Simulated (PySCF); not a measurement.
# Telling isomers of C5H8O apart by NMR

- GFN2-xTB structure
- shieldings: GIAO PBE0/pcSseg-1
- program: PySCF 2.14.0 with density-fitted response routines
- gas phase, rapidly exchanging positions averaged, single conformer, no relativistic terms

Referencing at the same level of theory: ¹H (σ = 31.72 ppm) and ¹³C (σ = 186.93 ppm) vs TMS. Where no couplings were computed, multiplicities follow the n + 1 count of equivalent neighbours, and m marks all less simple cases (inequivalent or close neighbours, rings, F or P nearby). Shifts are as computed. Against solution values, carbons near 30 ppm lie about +3 ppm off and those near 130 ppm about +5 ppm. Of 1211 compounds with measured shifts, 218 miss one by over three times the rms of a fit or turn the order of signals round; such compounds aren't used in these exercises. OH and NH positions are gas-phase values without hydrogen bonding to other molecules.

(1) Tabulate the signals of `C=C/C=C/OC`, `OCCC1=CC1` and their relative energies.

(2) What is the quickest way to tell C=C/C=C/OC from OCCC1=CC1?

## Answers

(1) 
| SMILES | carbon types | δC | δH | E rel. (kcal/mol) |
| --- | --- | --- | --- | --- |
| C=C/C=C/OC | 3×CH 1×CH2 1×CH3 | 160.6, 141.3, 117.1, 110.2, 56.0 | 6.87 (d, 1H), 6.37 (m, 1H), 5.42 (m, 1H), 5.27 (m, 1H), 5.05 (m, 1H), 3.73 (s, 3H) | 0.0 |
| OCCC1=CC1 | 1×C 1×CH 3×CH2 | 127.8, 113.9, 62.0, 35.2, 6.5 | 7.03 (t, 1H), 4.11 (t, 2H), 2.89 (t, 2H), 0.98 (m, 2H), 0.43 (br s, 1H) | 26.6 |

Energies are electronic energies at PBE0/pcSseg-1 on these geometries, without zero-point or thermal terms, each for the one conformer computed, which needn't be the lowest.

(2) Both give the same number of carbon signals, but DEPT or the intensities differ. The first has a methyl carbon bonded to O (CH3) at 56.0 ppm, the second a fully substituted alkene carbon (C) at 127.8 ppm. Their most deshielded carbons lie at 160.6 and 127.8 ppm.
